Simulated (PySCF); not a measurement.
From one molecule to another.

First species: Fluorocyanoacetylene, C3FN.
InChI=1S/C3FN/c4-2-1-3-5

Second species: HCF2CH2OH, C2H4F2O.
SMILES: `OCC(F)F`

Levels: B3LYP/def2-SVPD for dipole moment, HOMO energy, LUMO energy, HOMO–LUMO gap, static isotropic polarisability and electronic spatial extent ⟨r²⟩ about the centre of nuclear charge; TDDFT B3LYP/def2-SVPD for lowest singlet excitation; TDA B3LYP/def2-SVPD for lowest triplet excitation (Tamm–Dancoff); ΔSCF B3LYP/def2-SVPD for vertical ionisation energy; PBE0-D3(BJ)/def2-SVP for smallest rotational constant. Geometries: PBE0-D3(BJ)/def2-SVP. Each structure is a single optimised conformer of the isolated species, non-relativistic unless stated. Electronic properties by PySCF.

Dipoles, sizes and rotational constants follow the conformer. The torsions of the flexible species, by atom-mapped SMILES:
- `[OH:1][CH2:2][CH:3]([F:4])[F:5]`: O1–C2–C3–F4 -63°, H–O1–C2–C3 -51°

**Question.** Which has the higher vertical ionisation energy?

**Answer.** The first: 11.37 eV against 11.15 eV, a difference of 0.22 eV.

**Question.** Which of the two has the higher dipole moment, and by how much?

**Answer.** The first: 3.53 D against 2.32 D, a difference of 1.21 D.

**Question.** Which of the two has the higher static isotropic polarisability, and by how much?

**Answer.** The first: 40.9 au against 33.7 au, a difference of 7.2 au.

**Question.** Which of the two has the higher HOMO–LUMO gap, and by how much?

**Answer.** The second: 8.43 eV against 7.11 eV, a difference of 1.32 eV.

**Question.** Which has the higher smallest rotational constant?

**Answer.** The second: 3.544 GHz against 2.065 GHz, a difference of 1.479 GHz.

**Question.** Which of the two has the higher T1 energy, and by how much?

**Answer.** The second: 6.97 eV against 4.40 eV, a difference of 2.57 eV.

**Question.** Which has the higher LUMO energy?

**Answer.** The second: 0.13 eV against -1.59 eV, a difference of 1.72 eV.

**Question.** Which of the two has the higher HOMO energy, and by how much?

**Answer.** The second: -8.30 eV against -8.70 eV, a difference of 0.40 eV.

On the first: The polarisability is 6.05 Å³ as a volume (1 au = 0.148185 Å³), or 1.20 au for each of the 34 electrons. S1 lies 1.72 eV below the HOMO–LUMO gap.

On the second: The dipole equals about 7.7 × 10⁻³⁰ C·m (1 D = 3.33564 × 10⁻³⁰ C·m). S1 lies 1.15 eV below the HOMO–LUMO gap; its leading configuration is HOMO→LUMO, weight 0.92.
